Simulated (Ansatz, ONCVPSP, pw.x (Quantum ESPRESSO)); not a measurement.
From atom to crystal: ONCV potential for Si (Z = 14)

ONCVPSP 4.0.1.1 (patched build) input, shortened (lines: element, Z, core and valence counts, functional; n l f; lmax; l rc ep ncon nbas qcut; lloc lpopt rc5 dvloc0; l nproj debl; icmod fcfact rcfact), LDA (Perdew-Wang 92), scalar-relativistic:

```
  Si 14.00    3    2  -001012      upf
    1    0    2.00
    2    0    2.00
    2    1    6.00
    3    0    2.00
    3    1    2.00
    2
    0    1.65    0.00    4    7    4.20
    1    2.10    0.00    3    6    3.20
    2    1.90    0.10    4    7    5.60
    0    5    1.65    0.00
    0    0    0.80
    1    2    1.70
    2    2    3.10
    3    3.25    1.70
```

Atomic tests: cutoffs needed: 8.0 Ha and 16 Ha (the cutoffs (Ha) at which the residual kinetic energy of the hardest occupied pseudo-wave falls to 1 and 0.1 mHa per electron) The cutoffs count occupied waves only; projector 2 of the d channel, the hardest unoccupied one, needs 45 Ha at the loose tolerance.; ghost test: no bound ghost flagged; no localised positive-energy state flagged; largest excitation error: -152 meV (all-electron minus pseudo) for 3s1 3p0, out of 4 test configurations.

Crystal test: diamond Si in pw.x 7.5, no spin, 9³ k-points, Fermi–Dirac smearing 0.01 Ry, cutoffs 50/200 Ry. The reference is all-electron LAPW (Ansatz 0.2.0) with the same functional, mesh and smearing; V0 and B0 come from Birch–Murnaghan fits to the pressures at five volumes. Errors are pseudo minus all-electron; Δ is the rms difference of the E(V) curves that follow from these fits, minima aligned, over ±6 % about the mean V0. Mesh and smearing are coarse, so the numbers serve the comparison and aren't converged zero-temperature values; the lattice is a test structure that the element need not adopt.

| V (Å³/atom) | P all-electron (GPa) | P pseudo (GPa) |
| --- | --- | --- |
| 18.709 | 5.46 | 6.75 |
| 19.202 | 2.53 | 3.74 |
| 19.694 | -0.03 | 1.08 |
| 20.186 | -2.29 | -1.25 |
| 20.679 | -4.26 | -3.30 |

All-electron: a0 = 5.400 Å (V0 = 19.69 Å³/atom), B0 = 96.2 GPa.

Pseudopotential: mean pressure error (GPa): +1.12; a0 (Å): 5.421; a0 error (%): +0.38; B0 error (%): -1.4; Δ (meV/atom): 4.7.

**Question.** At the middle volume, how do free energy and pressure move when the wave cutoff is lowered (ecutrho kept at four times it)?

**Answer.**

```csv
cutoff (Ry),shift of F (meV/atom),shift of P (GPa)
22,+11.1,-0.05
30,+4.8,-0.06
40,+1.3,-0.00
```

The run at the middle volume (35 k-points, 7 iterations) took about 17 s on one core of a shared host (Neoverse-N1, 64 threads, 124 GiB, load 45).
